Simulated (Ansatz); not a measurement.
CaB6-type CaB₆ was calculated with RPBE (Ansatz, a first-principles code, plane waves, PAW).

Run with plane-wave cutoff 520 eV, 8×8×8 k mesh, Fermi–Dirac smearing 0.01 eV, scalar-relativistic PAW data made under PBE.

Computed at the level's own relaxed cell.

Task: Give the computed band gap, bulk modulus, volume per atom, smallest direct gap on the k points sampled and direct gap at Γ.

Result: 
* **band gap**: 0.02 eV (under three smearing widths, so not firm)
* **bulk modulus**: 143 GPa
* **volume per atom**: 10.42 Å³/atom
* **smallest direct gap on the k points sampled**: 0.05 eV
* **direct gap at Γ**: 3.11 eV

Measured, for comparison: band gap 1 eV (temperature not stated, no zero-point or thermal correction; as tabulated in Wu et al. (2004), arXiv:cond-mat/0401246); bulk modulus 170 ± 5 GPa (room temperature, no zero-point or thermal correction; as tabulated in Structural stability and vibrational characteristics of CaB6 under high …); equilibrium volume per atom 10.22 Å³/atom (temperature not stated, no zero-point or thermal correction; as tabulated in Singh (2010), arXiv:1009.1807). Computed (rounded) less measured: band gap -0.98 eV, bulk modulus -16 %, equilibrium volume per atom +2.0 %.

Note: the bulk modulus comes from volumes at which shape and atoms were relaxed.

Static lattice: no zero-point or thermal effects.
